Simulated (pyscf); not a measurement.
This saddle point was located with ωB97X-D3(BJ)/def2-SVP in PySCF.

```xyz
9

Cl     1.2446     0.5518     1.9797
Ta     0.0554    -0.7927     0.0102
Cl     0.0683     1.2125    -1.1429
Cl    -1.0826    -1.8952    -1.6014
Cl     2.2101    -1.3659    -0.4626
Cl    -0.3136    -2.4063     1.6171
S     -1.7699     0.3067     1.3992
H     -0.2291     0.6726     2.0868
H     -1.8763     1.4812     0.7478
```

Surface: singlet, charge 0. Lowest wavenumbers (cm⁻¹): 624i, 72, 96, 111, 137.

Problem. Name the species on either side of this saddle.

Solution. Cl–Ta(Cl)(Cl)(Cl)–Cl (SMILES [Cl][Ta]([Cl])([Cl])([Cl])[Cl]) + H₂S (SMILES S) <-> HCl (SMILES Cl) + HS–Ta(Cl)(Cl)(Cl)–Cl (SMILES [SH][Ta]([Cl])([Cl])([Cl])[Cl]), a four-centre exchange read from left to right: Cl–Ta, H–S broken and Cl–H, S–Ta formed. At ωB97M-D3(BJ)/def2-TZVP it lies +9.4 kcal/mol from the left side and +2.9 kcal/mol from the right (each side as separated species at their lowest minima found). On the reactant side the descent ends in an adduct with a S–Ta contact, 18.4 kcal/mol under the separated species and 21.2 kcal/mol under the saddle at ωB97X-D3(BJ)/def2-TZVP. On the product side the descent ends in an adduct with a Cl–Ta contact, 5.1 kcal/mol under the separated species and 3.1 kcal/mol under the saddle at ωB97X-D3(BJ)/def2-TZVP. What is counted as formed (S–Ta) is already present as a longer contact in the reactant adduct; forming that adduct is a step of its own. What is counted as broken (Cl–Ta) persists as a longer contact in the product adduct; parting that adduct is a step of its own. At ωB97X-D3(BJ)/def2-TZVP the barrier from the zero used here is 2.8 kcal/mol. This is the saddle that the search found; another between the same sides may lie lower. Elements past Kr carry the def2 core potentials, without spin-orbit coupling.
